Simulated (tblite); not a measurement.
Compound: C₃H₃O₂ (doublet state).
Atom-mapped SMILES: `[O:1]=[CH:2][C@@H:3]1[CH:4][O:5]1` (hydrogens: H6 on C2; H7 on C3; H8 on C4)

The geometry is computed with GFN2-xTB (gas phase). This method treats the open shell by occupation alone, without spin polarisation.

(1) Give the optimised bond lengths and angles.

## Answers

(1) 
| bond | length (bohr) |
| --- | --- |
| O1=C2 | 2.262 |
| C2–C3 | 2.806 |
| C3–C4 | 2.765 |
| C4–O5 | 2.540 |
| C3–O5 | 2.706 |
| C2–H6 | 2.089 |
| C3–H7 | 2.055 |
| C4–H8 | 2.030 |

A selection of angles:
| angle | degrees |
| --- | --- |
| O1–C2–C3 | 124.2 |
| O1–C2–H6 | 122.7 |
| C3–C2–H6 | 113.1 |
| C2–C3–C4 | 118.4 |
| C2–C3–O5 | 116.6 |
| C2–C3–H7 | 116.3 |
| C4–C3–O5 | 55.3 |
| C4–C3–H7 | 120.5 |
| O5–C3–H7 | 115.3 |
| C3–C4–O5 | 61.1 |
| C3–C4–H8 | 130.4 |
| O5–C4–H8 | 123.6 |
| C3–O5–C4 | 63.5 |

Dihedral angles: O1–C2–C3–C4 -138° (anticlinal); C2–C3–C4–O5 -104° (anticlinal); C2–C3–O5–C4 107° (anticlinal).

The C–C distances run from 1.463 Å (C3–C4, drawn single) to 1.485 Å (C2–C3, drawn single), a spread of 0.022 Å. C2 (carbon bonded to C, O and H) is planar (angles 124.2°, 122.7° and 113.1°, sum 360.0°, 0.01 Å off the plane of its three neighbours). The 3 C–O bonds span 1.197 Å (O1=C2, drawn double) to 1.432 Å (C3–O5, drawn single), a spread of 0.235 Å. C4 (carbon bonded to C, O and H) is pyramidal (angles 130.4°, 123.6° and 61.1°, sum 315.2°, 0.44 Å off the plane of its three neighbours). The 3-membered ring C3–C4–O5 has internal angles of 55.3° to 63.5°.

Point group: C1 (no symmetry element, even within 0.4 Å). Its GFN2-xTB frequencies are all real (lowest 130 cm⁻¹).

On one thread, Arm Neoverse V2 (aarch64), no GPU (shared host), this took 0.1 s wall. This is the geometry optimisation.

One conformer stands for the species.
